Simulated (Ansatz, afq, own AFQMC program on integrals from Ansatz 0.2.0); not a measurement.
SiH4O, triplet: AFQMC among the cluster methods

| atom | x (Å) | y (Å) | z (Å) |
| --- | --- | --- | --- |
| Si | -1.0537 | 0.0000 | 0.0000 |
| H | -1.5486 | 1.3997 | 0.0000 |
| H | -1.5486 | -0.6999 | 1.2122 |
| H | -1.5486 | -0.6999 | -1.2122 |
| H | 0.9053 | 0.0000 | 0.0000 |
| O | 2.0853 | 0.0000 | 0.0000 |

Connectivity, by distances: SiH3 ··· OH.

Basis cc-pVTZ. Noble-gas cores (and the filled d shells of Ga–Kr and In–Xe) are frozen. Ansatz 0.2.0 and our own AFQMC program on the same integrals; the CISD trial comes from CCSD amplitudes, and released means the phaseless constraint is let go. Uncertainties: one standard error, sampling alone.

Determinant: UHF, the one that the program's search chose, which needn't be the lowest solution. The geometry is a point of a scan.

No full CI on the walks' own integrals is used here. The released AFQMC energy serves as the reference, which it does only where one determinant dominates, the energy is flat over the last release times and near the phaseless one (40 meV or 2 meV an electron, half that with transition metals). On small molecules, where full CI could be run and the noise was under 10 meV, such values lay within 10 meV of it in 19 cases of 20, a flattering rate, since the rule was set on those same cases; what remains of the bias isn't in the error bar.

Cautions: lower spins were not checked; unrestricted determinant slightly spin contaminated (⟨S²⟩ 2.05 against 2.00); the released value is read at 1.62 1/Eh, later times being too noisy (meV from the phaseless value at times in 1/Eh: -5 ± 5 at 0.24, -1 ± 3 at 0.51, -13 ± 9 at 0.99, -15 ± 9 at 1.62, 12 ± 18 at 2.40).

```
T1 diagnostic                               : 0.0182
weight of the determinant in the CISD state : 0.866
⟨S²⟩ of the determinant                     : 2.052
size of the correlated space                : 14 electrons in 114 orbitals
```

Reference: AFQMC with the constraint released, correlation energy -10.299 ± 0.009 eV.

```csv
level,E − E(reference) (kJ/mol),share of correlation (%)
HF,993.7 ± 0.9,0.00
MP2,145.0 ± 0.9,85.41
CCSD,32.2 ± 0.9,96.76
CCSD(T),4.8 ± 0.9,99.51
ph-AFQMC/CISD,1.4 ± 1.0,99.86
```

A walk keeps the symmetry of its determinant, which the program's search chose and which needn't be the lowest solution, so a lower state of the same spin and another symmetry isn't excluded. Released energies are given only where the last usable release times agree within the noise; a slower fall can still hide under it.
